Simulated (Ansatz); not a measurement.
We consider body-centred tetragonal In, described by rVV10 in Ansatz (PAW).

Numerical settings: plane-wave cutoff 520 eV, 24×24×24 k mesh, Fermi–Dirac smearing 0.05 eV, scalar-relativistic PAW data made under PBE.

The volume scan:

```tsv
V (Å³/atom)	E − E_lowest (meV/atom)	P (GPa)
26.983	5.20	1.541
27.545	1.25	0.726
28.107	0.00	0.004
28.669	1.12	-0.628
29.231	4.30	-1.178
```

Fit the third-order Birch–Murnaghan equation and give B0 and B′.

V0 = 28.111 Å³/atom, B0 = 33.6 GPa, B′ = 5.5 (fit to the energies at full precision).

Shape and atoms are relaxed at each volume.

Measured, for comparison: bulk modulus 44.7 GPa (copied from a table, unchecked, extrapolated to 0 K and zero-point effects removed; as tabulated in Lejaeghere et al. (2013), arXiv:1204.2733). Computed (rounded) less measured: bulk modulus not scored (unchecked).

Note: the bulk modulus comes from volumes at which shape and atoms were relaxed.

Spin–orbit coupling is not included.

Computed values are for the static lattice.

The result took very roughly 9 core-minutes.

Ansatz is a program for electronic structure.
